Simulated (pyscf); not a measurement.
Structures and frequencies: ωB97X-D3(BJ)/def2-SVP in PySCF. MP2 and CC: frozen core, UHF for open shells. ΔMP2 is the change of the MP2 total energy from the triple- to the quadruple-zeta basis.

**Question.** SH• + SiH₄ → H₃Si–SH + H•
Surface: doublet. Broken: H–Si. Formed: S–Si. Give ΔE‡ and ΔE from CCSD(T)/def2-TZVPP + ΔMP2(QZVPP), relative to the separated reactants.

**Answer.** ΔE‡ = 0.67 eV, ΔE = +0.28 eV. Zero-point energy shifts the barrier by +0.01 eV. It is a substitution at Si, with an imaginary mode of 356i cm⁻¹. The same reactants have a lower exit, to H₂S + SiH₃• (barrier +0.23 eV at ωB97M-D3(BJ), against +0.59 eV here). One saddle was located; it need not be the lowest between these sides. The angle at the attacked Si is 62° (front-side attack). The CCSD(T) − MP2 part came from Ansatz, without density fitting, on the same reference. Left out: the spin-orbit lowering of SH.
